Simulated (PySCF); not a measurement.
CHCl, optimised at PBE0/def2-TZVP:

```xyz
3

C      0.0502     0.0584     0.0721
Cl     0.6524     0.2730    -1.4833
H     -0.5791    -0.8512    -0.0400
```

Computed with PySCF (xtb for GFN2) and rigid-rotor harmonic-oscillator thermochemistry at 1 bar. 6-31G* has spherical d functions here. All species are closed-shell singlets. B3LYP is the form with VWN-RPA correlation.

Question: List the harmonic frequencies (cm⁻¹, unscaled) at this level and at the other levels, each on its own geometry.

Answer: 
- PBE0/def2-TZVP: 842, 1227, 2924
- B3LYP/6-31G*: 780, 1264, 2892
- GFN2-xTB: 885, 1188, 2756
- HF/6-31G*: 836, 1348, 3197
- PBE/def2-SVP: 801, 1192, 2794
